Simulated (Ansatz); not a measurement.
This Ansatz (a quantum-chemistry and plane-wave program) input (CCSD(T)/def2-QZVPP) gives -100.37475 Eh with 87 basis functions. A basis named .json is the Basis Set Exchange file of that set (core-valence sets with the plain set on hydrogen).

Ansatz 0.2 input:
```yaml
crystal:
  periodic: [false, false, false]
  atoms:
    - {symbol: F, position_ang: [-0.00000000, -0.00000000, -0.09245367]}
    - {symbol: H, position_ang: [0.00000000, 0.00000000, 0.83208299]}
basis:
  gaussian:
    orbitals: def2-QZVPP.json
magnetization: {spin_polarized: false}
correlation: {method: ccsd_t, electrons: outside_noble_gas}
```

Change:
```diff
- orbitals: def2-QZVPP.json
+ orbitals: aug-cc-pVTZ
```

Task: What does the run give now?

Result: -100.34956 Eh (CCSD(T)/aug-cc-pVTZ, 69 functions), a change of +25.19 mEh.
